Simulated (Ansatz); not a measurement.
A trace of molecular dynamics of AlH₄OS (7 atoms, charge 1, multiplicity 1).

Computed with RKS r2SCANh-D4/def2-mTZVP (Ansatz 0.2.0).

| Property | Result |
| --- | --- |
| ensemble | NVE (velocity Verlet) |
| starting velocities drawn for | 100 K |
| seed | 3819 |

| time (fs) | T (K) | potential energy less start (eV) | conserved less start (meV/atom) |
| --- | --- | --- | --- |
| 0.0 | 100 | 0.000 | 0.00 |
| 4.0 | 127 | -0.017 | 0.05 |
| 8.0 | 687 | -0.378 | 0.13 |
| 12.0 | 2263 | -1.400 | -0.29 |
| 16.0 | 2260 | -1.397 | -0.20 |
| 20.0 | 1214 | -0.720 | -0.04 |
| 24.0 | 686 | -0.380 | -0.10 |
| 28.0 | 1155 | -0.682 | 0.01 |
| 32.0 | 2165 | -1.337 | -0.30 |
| 36.0 | 1713 | -1.043 | -0.04 |
| 40.0 | 1768 | -1.083 | -0.68 |
| 44.0 | 694 | -0.385 | -0.21 |
| 48.0 | 847 | -0.482 | 0.01 |
| 52.0 | 1480 | -0.892 | -0.07 |
| 56.0 | 2066 | -1.272 | -0.21 |
| 60.0 | 1551 | -0.939 | -0.23 |
| 64.0 | 914 | -0.526 | 0.04 |
| 68.0 | 1518 | -0.918 | -0.21 |
| 72.0 | 2160 | -1.334 | -0.35 |
| 76.0 | 1400 | -0.840 | 0.00 |
| 80.0 | 1226 | -0.728 | 0.01 |
| 84.0 | 1268 | -0.753 | 0.23 |
| 88.0 | 1580 | -0.959 | -0.37 |
| 92.0 | 609 | -0.328 | 0.13 |
| 96.0 | 1473 | -0.892 | -0.62 |
| 100.0 | 1364 | -0.818 | -0.25 |

**Question.** Can this run be trusted? Judge the integration.

**Answer.** The conserved energy stayed within 0.81 meV per atom of its start (net change -0.25 meV per atom), so the integration is sound. The system heated up, since it started high on the potential surface and ran downhill. A run of 0.1 ps of so small a system gives no equilibrium averages. The orbitals stay closed-shell, which can raise the energy where a bond breaks towards radicals; this wasn't checked here. Limits of this set-up: the dipole of an ion depends on the origin. The time step was 0.5 fs.

Time of the run: 7.3 min on 2 threads of Arm Neoverse V1, on a shared host, peak memory 0.16 GiB.
